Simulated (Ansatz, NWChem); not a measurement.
C2H3F3 (1,1,1-trifluoroethane): methods side by side

The species is C2H3F3 (8 atoms), meant as a singlet with charge 0. SMILES: `CC(F)(F)F`. The shape is that of a PBE0-D4/def2-TZVP optimisation.

```xyz
8

C    -0.6154   -0.1415    0.4715
C     0.5576    0.1099   -0.4237
F     1.6928   -0.3820    0.0939
F     0.3952   -0.4582   -1.6277
F     0.7542    1.4203   -0.6299
H    -0.4416    0.3358    1.4349
H    -0.7380   -1.2146    0.6112
H    -1.5126    0.2731    0.0140
```

Each level gives the energy change with the C1–C2 bond stretched from 1.497 to 2.245 Å (eV). The values are calculated.

```json
{"level": "r2SCAN0/cc-pVDZ (restricted)", "kind": "hybrid meta-GGA", "program": "Ansatz", "value (eV)": "3.05", "less CCSD(T)/cc-pVDZ": "+0.34", "CPU time (all runs)": "26 s"}
{"level": "CAM-B3LYP/cc-pVDZ (restricted)", "kind": "range-separated hybrid", "program": "Ansatz", "value (eV)": "2.93", "less CCSD(T)/cc-pVDZ": "+0.22", "CPU time (all runs)": "15 s"}
{"level": "wB97X/cc-pVDZ (restricted)", "kind": "range-separated hybrid", "program": "Ansatz", "value (eV)": "3.02", "less CCSD(T)/cc-pVDZ": "+0.31", "CPU time (all runs)": "46 s"}
{"level": "B2PLYP/cc-pVDZ (restricted)", "kind": "double hybrid", "program": "NWChem", "value (eV)": "2.80", "less CCSD(T)/cc-pVDZ": "+0.09", "CPU time (all runs)": "47 s"}
{"level": "MP2/cc-pVDZ (restricted)", "kind": "perturbation theory", "program": "NWChem", "value (eV)": "2.95", "less CCSD(T)/cc-pVDZ": "+0.24", "CPU time (all runs)": "90 s"}
{"level": "MP3/cc-pVDZ (restricted)", "kind": "perturbation theory", "program": "NWChem", "value (eV)": "2.95", "less CCSD(T)/cc-pVDZ": "+0.24", "CPU time (all runs)": "82 s"}
{"level": "CCSD(T)/cc-pVDZ (restricted)", "kind": "coupled cluster or CI", "program": "Ansatz", "value (eV)": "2.71", "less CCSD(T)/cc-pVDZ": "0.00", "CPU time (all runs)": "64 s"}
{"level": "CCSD/cc-pVDZ (restricted)", "kind": "coupled cluster or CI", "program": "Ansatz", "value (eV)": "2.85", "less CCSD(T)/cc-pVDZ": "+0.14", "CPU time (all runs)": "43 s"}
```

CCSD(T)/cc-pVDZ (restricted) is the highest level here, not the true value. The first shape isn't each level's own minimum. The values span 2.71 to 3.05 eV. Times are those of the runs behind each value, whatever else they computed, on shared processors of several kinds: orders of magnitude only.
